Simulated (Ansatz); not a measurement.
We consider rock-salt ZrC, described by PBE in Ansatz (PAW).

Numerical settings: plane-wave cutoff 520 eV, 24×24×24 k mesh, Fermi–Dirac smearing 0.058 eV (set by the program), scalar-relativistic PAW data made under PBE.

Computed at the level's own relaxed cell.

Elastic tensor (GPa, Voigt notation, ions relaxed):

```
  458.4   104.0   104.0     0.0     0.0     0.0
  104.0   458.4   104.0     0.0     0.0     0.0
  104.0   104.0   458.4     0.0     0.0     0.0
    0.0     0.0     0.0   152.7     0.0     0.0
    0.0     0.0     0.0     0.0   152.7     0.0
    0.0     0.0     0.0     0.0     0.0   152.7
```

**Question.** Work out the Voigt, Reuss and Hill averages of the bulk and shear moduli, Young's modulus and Poisson's ratio from the printed constants.

**Answer.** K_V = [C11 + C22 + C33 + 2(C12 + C13 + C23)]/9 = [1375.2 + 2 × 312.0]/9 = 222.1 GPa. G_V = [1375.2 − 312.0 + 3 × 458.1]/15 = 162.5 GPa. From the compliances S = C⁻¹, K_R = 222.1 and G_R = 161.6 GPa. Hill means: K = 222.1, G = 162.1 GPa. E = 9KG/(3K + G) = 391 GPa, ν = (3K − 2G)/(6K + 2G) = 0.21, K/G = 1.37.

Measured, for comparison: elastic constant C11 470 GPa, elastic constant C12 100 GPa, elastic constant C44 160 GPa (temperature not stated, not corrected to a static lattice; as tabulated in Wu et al. (2005), arXiv:cond-mat/0412374). Computed (rounded) less measured: elastic constant C11 -3 %, elastic constant C12 +4 %, elastic constant C44 -4 %. A static lattice is as a rule a little smaller and stiffer than an uncorrected measurement, which narrows the difference in the elastic constant C12 and would widen misses of the other sign.

Static lattice: no zero-point or thermal effects.

Ansatz is a first-principles code.
